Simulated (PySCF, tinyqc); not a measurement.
Inside a calculation. Method: CISD on RHF in the sto-6g basis, frozen core, for HF, spin multiplicity 1. The lowest restricted solution is unstable here: a spin-polarised one lies 0.0026 hartree lower (PySCF). One step of it, computed by the program tinyqc.

Question. CISD: determinants and Hamiltonian. Slater-Condon rules over spin orbitals, with the nuclear repulsion and the energy of the frozen orbital added and E(HF) subtracted on the diagonal. Only determinants linked to the reference directly or through others are kept (one block of an abelian symmetry group), so some states are absent.

one-electron integrals dressed by the frozen orbital, h + 2 (pq|11) - (p1|1q) (hartree), order 2, 3, 4, 5, 6:
```
[[-6.771496, 0.264581, 0.000000, 0.000000, 0.490935],
 [0.264581, -5.070152, 0.000000, 0.000000, 1.436826],
 [0.000000, 0.000000, -6.128128, 0.000000, 0.000000],
 [0.000000, 0.000000, 0.000000, -6.128128, 0.000000],
 [0.490935, 1.436826, 0.000000, 0.000000, -4.330504]]
```

energy of the frozen orbital, 2 h_11 + (11|11) = -76.28836207 hartree

Two-electron integrals over orbitals (pq|rs), unique and non-zero (hartree); the lowest 1 orbital is frozen and left out:
```
(22|22) 0.877200    (32|22) -0.045234   (32|32) 0.134720    (33|22) 0.694214
(33|32) -0.014811   (33|33) 0.677495    (42|42) 0.189836    (43|42) -0.027199
(43|43) 0.035382    (44|22) 0.897970    (44|32) -0.064734   (44|33) 0.679968
(44|44) 0.998085    (52|52) 0.189836    (53|52) -0.027199   (53|53) 0.035382
(54|54) 0.053789    (55|22) 0.897970    (55|32) -0.064734   (55|33) 0.679968
(55|44) 0.890506    (55|55) 0.998085    (62|22) -0.085362   (62|32) -0.077174
(62|33) -0.023205   (62|44) -0.084091   (62|55) -0.084091   (62|62) 0.090959
(63|22) -0.238969   (63|32) 0.078743    (63|33) -0.094733   (63|44) -0.246526
(63|55) -0.246526   (63|62) 0.036334    (63|63) 0.232114    (64|42) -0.027971
(64|43) -0.022387   (64|64) 0.028698    (65|52) -0.027971   (65|53) -0.022387
(65|65) 0.028698    (66|22) 0.637898    (66|32) 0.046042    (66|33) 0.648068
(66|44) 0.621399    (66|55) 0.621399    (66|62) -0.053498   (66|63) -0.023564
(66|66) 0.675607
```

nuclear repulsion = 3.81312642 hartree

Hartree-Fock energy = -99.43568974 hartree

Give: determinants; H - E(HF) between determinants.

Answer.

Occupation strings over the orbitals (2 doubly, a alpha, b beta, 0 empty; spin orbitals ordered 1a 1b 2a 2b ...): 222220 22a22b 2a222b 22b22a 2b222a 222202 222022 220222 2ab222 2ba222 202222

H - E(HF) between determinants (hartree), order 222220, 22a22b, 2a222b, 22b22a, 2b222a, 222202, 222022, 220222, 2ab222, 2ba222, 202222:
```
[[0.0000, 0.0000, 0.0000, 0.0000, 0.0000, 0.0287, 0.0287, 0.2321, -0.0363, 0.0363, 0.0910],
 [0.0000, 0.4204, -0.0097, -0.2321, -0.0363, 0.0224, 0.0224, 0.0712, 0.0787, -0.0303, 0.0772],
 [0.0000, -0.0097, 1.2280, -0.0363, -0.0910, 0.0280, 0.0280, -0.0787, -0.2154, 0.0772, 0.0319],
 [0.0000, -0.2321, -0.0363, 0.4204, -0.0097, -0.0224, -0.0224, -0.0712, -0.0303, 0.0787, -0.0772],
 [0.0000, -0.0363, -0.0910, -0.0097, 1.2280, -0.0280, -0.0280, 0.0787, 0.0772, -0.2154, -0.0319],
 [0.0287, 0.0224, 0.0280, -0.0224, -0.0280, 0.8829, 0.0538, 0.0354, 0.0272, -0.0272, 0.1898],
 [0.0287, 0.0224, 0.0280, -0.0224, -0.0280, 0.0538, 0.8829, 0.0354, 0.0272, -0.0272, 0.1898],
 [0.2321, 0.0712, -0.0787, -0.0712, 0.0787, 0.0354, 0.0354, 0.8979, 0.0706, -0.0706, 0.1347],
 [-0.0363, 0.0787, -0.2154, -0.0303, 0.0772, 0.0272, 0.0272, 0.0706, 1.7323, -0.1347, 0.1010],
 [0.0363, -0.0303, 0.0772, 0.0787, -0.2154, -0.0272, -0.0272, -0.0706, -0.1347, 1.7323, -0.1010],
 [0.0910, 0.0772, 0.0319, -0.0772, -0.0319, 0.1898, 0.1898, 0.1347, 0.1010, -0.1010, 2.7330]]
```
